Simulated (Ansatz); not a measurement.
Input for Ansatz (development build ahead of 0.2.0):

```yaml
crystal:
  periodic: [false, false, false]
  atoms:
    - { symbol: Li, position_ang: [0.0, 0.0, 0.0] }
    - { symbol: Li, position_ang: [0.0, 0.0, 3.1] }
basis:
  gaussian: { orbitals: def2-SVP }
total_charge: 1
magnetization:
  initial_magnetization: 1
hamiltonian:
  xc: pbe0
output:
  forces: true
```

The input is written out in the form of the current development build from the run's settings.

The run gave:

| Quantity | Value |
| --- | --- |
| Converged | yes |
| Total energy | -14.76366 hartree |
| Spin squared of the determinant | 0.750 |
| Stability test | minimum among restricted orbitals |

Forces (eV/Å):
| atom | Fx | Fy | Fz |
| --- | --- | --- | --- |
| Li1 | 0.000 | 0.000 | -0.094 |
| Li2 | 0.000 | 0.000 | 0.094 |
